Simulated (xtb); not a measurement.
A run for xtb: GFN-FF on CH5N (SMILES CN).

```
$ xtb mol.xyz --gfnff --sp --chrg 0 --uhf 0
7

N     -1.44910786     0.21892526    -0.63289417
H     -0.62051286    -0.36592774    -0.68323617
H     -2.11093586    -0.17073374    -1.29113017
C     -2.00912586     0.13940826     0.71448483
H     -2.90320486     0.75725426     0.77570483
H     -2.27321286    -0.86783474     1.05198983
H     -1.29074286     0.54668426     1.42362483
```

It printed:

```
[...]
           -------------------------------------------------
          |                Calculation Setup                |
           -------------------------------------------------



          ==================== Thresholds ====================
          CN  :   150.00000
          rep :   500.00000
          disp:  2500.00000
          HB1 :   250.00000
          HB2 :   450.00000

          Pauling EN used:
          Z : 1  EN :  2.20
          Z : 6  EN :  2.55
          Z : 7  EN :  3.04
          electric field strengths (au): 0.000

           -------------------------------------------------
          |           Force Field Initialization            |
           -------------------------------------------------

          distances ...
          ----------------------------------------
          generating topology and atomic info file ...
          pair mat ...
          computing topology distances matrix with Floyd-Warshall algo ...
          making topology EEQ charges ...
          #fragments for EEQ constrain: 1
          ----------------------------------------
          generating topology and atomic info file ...
          pair mat ...
          computing topology distances matrix with Floyd-Warshall algo ...
          making topology EEQ charges ...
          #fragments for EEQ constrain: 1
          rings ...
          # BATM   12
          # H in HB   2

  atom   neighbors  erfCN metchar sp-hybrid imet pi  qest     coordinates
    1  N       3    2.78   0.00         3    0    0  -0.313   -2.738417    0.413709   -1.195997
    2  H       1    0.98   0.00         0    0    0   0.117   -1.172599   -0.691503   -1.291129
    3  H       1    0.98   0.00         0    0    0   0.117   -3.989091   -0.322640   -2.439882
    4  C       4    3.49   0.00         3    0    0  -0.000   -3.796698    0.263443    1.350181
    5  H       1    0.97   0.00         0    0    0   0.026   -5.486262    1.431003    1.465870
    6  H       1    0.97   0.00         0    0    0   0.026   -4.295750   -1.639970    1.987973
    7  H       1    0.97   0.00         0    0    0   0.026   -2.439151    1.033084    2.690261

          #atoms :   7
          #bonds :   6
          #angl  :   9
          #tors  :   7
          #nmol  :   1
          #optfrag :   1
           -------------------------------------------------
          |                   G F N - F F                   |
          |          A general generic force-field          |
          |                  Version 1.0.3                  |
           -------------------------------------------------
          Number of HB bonds (bound hydrogen)     0
          Number of HB bonds (unbound hydrogen)   0
          Number of XB bonds                      0

 E+G (total)                   0 d,  0 h,  0 min,  0.000 sec
 distance/D3 list               ...        0 min,  0.000 sec (  1.103%)
 non bonded repulsion           ...        0 min,  0.000 sec ( 15.626%)
 dCN                            ...        0 min,  0.000 sec (  6.761%)
 EEQ energy and q               ...        0 min,  0.000 sec (  9.327%)
 D3                             ...        0 min,  0.000 sec ( 10.499%)
 EEQ gradient                   ...        0 min,  0.000 sec (  6.597%)
 bonds                          ...        0 min,  0.000 sec (  8.904%)
 bend and torsion               ...        0 min,  0.000 sec ( 18.705%)
 bonded ATM                     ...        0 min,  0.000 sec (  4.979%)
 HB/XB (incl list setup)        ...        0 min,  0.000 sec (  8.708%)

         :::::::::::::::::::::::::::::::::::::::::::::::::::::
         ::                     SUMMARY                     ::
Note: The following floating-point exceptions are signalling: IEEE_UNDERFLOW_FLAG IEEE_DENORMAL
normal termination of xtb
         :::::::::::::::::::::::::::::::::::::::::::::::::::::
         :: total energy              -0.941208011435 Eh    ::
         :: gradient norm              0.016060507609 Eh/a0 ::
         ::.................................................::
         :: bond energy               -0.970846134011 Eh    ::
         :: angle energy               0.001489023499 Eh    ::
         :: torsion energy             0.000183527439 Eh    ::
         :: repulsion energy           0.049091758981 Eh    ::
         :: electrostat energy        -0.019691842892 Eh    ::
         :: dispersion energy         -0.001422404896 Eh    ::
         :: HB energy                  0.000000000000 Eh    ::
         :: XB energy                  0.000000000000 Eh    ::
         :: bonded atm energy         -0.000011939553 Eh    ::
         :: external energy            0.000000000000 Eh    ::
         :: add. restraining           0.000000000000 Eh    ::
         :: total charge              -0.000000000000 e     ::
         :::::::::::::::::::::::::::::::::::::::::::::::::::::

           -------------------------------------------------
          |                Property Printout                |
           -------------------------------------------------

molecular dipole:
                 x           y           z       tot (Debye)
 q only:       -0.088      -0.292       0.123       0.836

           -------------------------------------------------
          | TOTAL ENERGY               -0.941208011435 Eh   |
          | GRADIENT NORM               0.016060507609 Eh/α |
           -------------------------------------------------
########################################################################
[WARNING] Runtime exception occurred
-1- gfnff_setup: Could not read topology file.
########################################################################

------------------------------------------------------------------------
------------------------------------------------------------------------
 total:
 SCF:
```

The run finished.

Cost: very roughly 0.020 core-seconds.
